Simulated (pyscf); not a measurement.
PySCF, gas phase, ωB97X-D3(BJ)/def2-SVP geometries.

Task: For the elementary gas-phase step HO–SiH₂–OH + NH₃ -> H₂N–SiH(OH)–OH + H₂ (singlet surface; H–Si, H–N broken, N–Si, H–H formed), what barrier and reaction energy does ωB97M-D3(BJ)/def2-TZVP give, measured from the separated reactants?

Result: ΔE‡ = 129.9 kJ/mol, ΔE = -52.9 kJ/mol. Zero-point energy shifts the barrier by -1.5 kJ/mol. It is a four-centre exchange, with an imaginary mode of 1021i cm⁻¹. One saddle was located; it need not be the lowest between these sides.
